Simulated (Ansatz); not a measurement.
**CCSD(T)/6-311+G(d,p) run of CH5BO (SMILES CBO)**

Aim: the vertical electron affinity of CH5BO at CCSD(T)/6-311+G**, from 2 runs. 

Program for the calculation: Ansatz 0.2.0.

57 further runs of the same task are left out: 57 set aside as unsound or not needed.

## 1. The system as given

CH5BO has 8 atoms, charge 0, and is taken as a singlet. SMILES: `CBO`. The coordinates come from a PBE0-D4/def2-TZVP relaxation. This is one conformer, not always the lowest.

Bond lengths: C1–B2 1.559 Å, B2–O3 1.357 Å, C1–H4 1.092 Å, C1–H5 1.096 Å, C1–H6 1.096 Å, B2–H7 1.207 Å, O3–H8 0.960 Å. Angles: C1–B2–O3 119.4°, C1–B2–H7 121.8°, O3–B2–H7 118.7°, B2–C1–H4 113.4°, B2–C1–H5 110.2°, B2–C1–H6 110.2°, B2–O3–H8 113.1°, H4–C1–H5 108.7°, H4–C1–H6 108.7°, H5–C1–H6 105.3°.

## 2. A single-point energy at CCSD(T)/6-311+G(d,p)

Input file input.yaml:

```yaml
crystal:
  periodic: [false, false, false]
  atoms:
    - {symbol: C, position_ang: [-0.618600, 0.710300, -0.324600]}
    - {symbol: B, position_ang: [0.508800, -0.240100, 0.180200]}
    - {symbol: O, position_ang: [0.240700, -1.558300, 0.355600]}
    - {symbol: H, position_ang: [-1.568300, 0.201200, -0.499400]}
    - {symbol: H, position_ang: [-0.308500, 1.205100, -1.251900]}
    - {symbol: H, position_ang: [-0.780500, 1.520100, 0.395700]}
    - {symbol: H, position_ang: [1.620500, 0.163100, 0.420800]}
    - {symbol: H, position_ang: [0.998200, -2.058400, 0.667700]}
basis:
  gaussian:
    orbitals: 6-311+G_st__st_.json
total_charge: 0
correlation:
  method: ccsd_t
  frozen_orbitals: {B: 1, C: 1, H: 0, O: 1}
accuracy: high
scf:
  omitted_lower_state_checks: [cluster_reference, increment]
```

The basis set 6-311+G** is read from a file made from the Basis Set Exchange's data (not shown).

Command:

```bash
$ ansatz run input.yaml --threads 1 --pin off --max-ram 3480MiB --events-out events.jsonl --progress --plain --runs-dir runs
```

The program printed (excerpt; [...] marks lines left out):

```text
Warning: RAYON_NUM_THREADS=1 ignored (pool sized by the plan → 1); use --threads N
Functional definition: HF
  name "HF"
[...]
1917 factors; integrals over basis functions are off by at most 3.6e-9 eV
[...]
mean field -3821.06118660 eV, -140.4214085993 hartree, gradient 2.5e-8 eV, S^2 0.000000; 0 other end points of the search recorded, 0 dependent functions left out
3 core orbitals not correlated: weight in the atoms' cores, before any rotation towards them, 1.000 or more for the frozen orbitals, at most 0.000 for the correlated occupied ones
reference -3821.06118660 eV, -140.4214085993 hartree; 9, 9 occupied and 84, 84 virtual orbitals, 1917 factors
second order -12.28050983 eV of doubles, -0.00000000 eV of singles
cycle   1  -12.70343082 eV  change   -4.2e-1 eV  update   7.9e-2
[...]
cycle  19  -13.10257396 eV  change   1.9e-10 eV  update   2.0e-9
perturbative correction -0.39496783 eV, -0.0145148001 hartree
Total energy: -3834.55872840 eV, -140.9174341114 hartree
Checks for a lower state left out: cluster_reference, increment
```

Wall time 19 s (1 thread of Arm Neoverse V1, shared host); peak memory 0.71 GiB.

## 3. The doublet anion

Input file run.yaml:

```yaml
crystal:
  periodic: [false, false, false]
  atoms:
    - symbol: C
      position_ang: [-0.618600, 0.710300, -0.324600]
    - symbol: B
      position_ang: [0.508800, -0.240100, 0.180200]
    - symbol: O
      position_ang: [0.240700, -1.558300, 0.355600]
    - symbol: H
      position_ang: [-1.568300, 0.201200, -0.499400]
    - symbol: H
      position_ang: [-0.308500, 1.205100, -1.251900]
    - symbol: H
      position_ang: [-0.780500, 1.520100, 0.395700]
    - symbol: H
      position_ang: [1.620500, 0.163100, 0.420800]
    - symbol: H
      position_ang: [0.998200, -2.058400, 0.667700]
basis:
  gaussian: {orbitals: 6-311+G_st__st_.json}
magnetization: {spin_polarized: true, initial_magnetization: 1}
total_charge: -1
accuracy: high
correlation: {method: ccsd_t, frozen_orbitals: {B: 1, C: 1, H: 0, O: 1}}
scf: {omitted_lower_state_checks: [cluster_reference, increment]}
```

The basis set 6-311+G** is read from a file made from the Basis Set Exchange's data (not shown).

Command:

```bash
$ ansatz run run.yaml --threads 1 --pin off --max-ram 3480MiB --events-out events.jsonl --progress --plain --runs-dir runs
```

The program printed (excerpt; [...] marks lines left out):

```text
Warning: RAYON_NUM_THREADS=1 ignored (pool sized by the plan → 1); use --threads N
[... 2 set-up lines as earlier in the session ...]
[...]
1917 factors; integrals over basis functions are off by at most 3.6e-9 eV
[...]
mean field -3819.61776296 eV, -140.3683637588 hartree, gradient 2.7e-8 eV, S^2 0.750391; 12 other end points of the search recorded, 0 dependent functions left out
3 core orbitals not correlated: weight in the atoms' cores, before any rotation towards them, 1.000 or more for the frozen orbitals, at most 0.000 for the correlated occupied ones
reference -3819.61776296 eV, -140.3683637588 hartree; 10, 9 occupied and 83, 84 virtual orbitals, 1917 factors
second order -12.50683095 eV of doubles, -0.00000000 eV of singles
cycle   1  -12.91304230 eV  change   -4.1e-1 eV  update   9.0e-2
[...]
cycle  30  -13.35058315 eV  change   4.7e-10 eV  update   1.4e-9
perturbative correction -0.42998164 eV, -0.0158015338 hartree
Total energy: -3833.39832775 eV, -140.8747901739 hartree
Checks for a lower state left out: cluster_reference, increment
```

It took 98 s on 1 thread of Arm Neoverse V1, shared host; peak memory 1.4 GiB.

## 4. What came out

Level: CCSD(T)/6-311+G**, 3 core orbitals frozen.

| quantity | value |
| --- | --- |
| singlet CH5BO: total energy | -140.91743 Eh |
| singlet CH5BO: correlation energy (3 core orbitals frozen) | -496.0 mEh |
| singlet CH5BO: (T) correction | -14.51 mEh |
| singlet CH5BO: T1 diagnostic | 0.013 |
| doublet anion: total energy | -140.87479 Eh |
| doublet anion: correlation energy (3 core orbitals frozen) | -506.4 mEh |
| doublet anion: (T) correction | -15.80 mEh |
| doublet anion: ⟨S²⟩ of the reference determinant | 0.750 |
| doublet anion: T1 diagnostic | 0.029 |
| vertical electron affinity (to the doublet anion) | -1.160 eV |

The anion lies 1.16 eV (27 kcal/mol) above the neutral: the electron isn't bound at this level, and such a value depends on the basis. The triples (singlet CH5BO) make up 2.9 % of the correlation energy. The triples (doublet anion) make up 3.1 % of the correlation energy.
